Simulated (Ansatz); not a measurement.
**Which is lower?**

Two relaxed structures of C₂H₄Al (charge -1), singlet (PBE0-D4/def2-TZVPD; forces vanish, vibrations not checked).

A:

```xyz
7
angstrom
C -1.2944 -0.3617 -1.3540
C 1.1794 0.3286 1.2328
Al -0.0573 -0.0213 -0.0596
H -2.3556 -0.4970 -1.1487
H -1.0475 -0.4530 -2.4111
H 1.4463 1.3372 1.5465
H 1.7243 -0.4461 1.7709
```

B:

| atom | x (Å) | y (Å) | z (Å) |
| --- | --- | --- | --- |
| C1 | -1.0939 | -0.3258 | -1.2042 |
| C2 | -0.6098 | -0.0841 | 0.0208 |
| Al3 | 1.3652 | 0.2444 | 0.4094 |
| H4 | -2.1584 | -0.4292 | -1.4348 |
| H5 | -0.4249 | -0.4279 | -2.0622 |
| H6 | 1.0712 | 1.5372 | 1.4671 |
| H7 | -1.3717 | -0.0149 | 0.8098 |

Program: Ansatz 0.2.0. Basis: def2-TZVPPD. Cores are frozen in the correlated methods. B3LYP uses VWN-RPA correlation.

Q: Which structure is lower at CCSD(T), and by how much? (An estimate is asked for; the value comes from the calculation.)

A: Computed: B, by 63.0 kJ/mol (electronic energy, against the other). By their contacts, A is C₂H₄Al ([CH2][Al][CH2]), total charge -1 and B is C₂H₄Al ([CH2][CH][AlH]), total charge -1.

All methods give the same order:

```json
{"method": "PBE-D4", "E(B) − E(A) (kJ/mol)": "-53.6"}
{"method": "r2SCAN-D4", "E(B) − E(A) (kJ/mol)": "-49.1"}
{"method": "PBE0-D4", "E(B) − E(A) (kJ/mol)": "-61.7"}
{"method": "B3LYP-D4", "E(B) − E(A) (kJ/mol)": "-64.5"}
{"method": "wB97M-V", "E(B) − E(A) (kJ/mol)": "-58.9"}
{"method": "HF", "E(B) − E(A) (kJ/mol)": "-109.9"}
{"method": "MP2", "E(B) − E(A) (kJ/mol)": "-38.4"}
{"method": "CCSD", "E(B) − E(A) (kJ/mol)": "-70.6"}
{"method": "CCSD(T)", "E(B) − E(A) (kJ/mol)": "-63.0"}
```

T1 diagnostic: at most 0.016. The restricted Hartree–Fock reference is unstable towards an unrestricted one at one or more of these structures.

Labels in which every atom is bracketed show which atoms are joined, not bond orders.

For scale, one of the runs: CCSD(T)/def2-TZVPPD, 190 basis functions, launched by `ansatz run in.yaml --threads 2 --pin off --events-out ev --progress --plain --max-ram 4352MiB`. Hardware: 2 CPU threads of an Intel Xeon Platinum 8488C, shared host. Wall time 24 s; peak host memory 1.9 GiB.
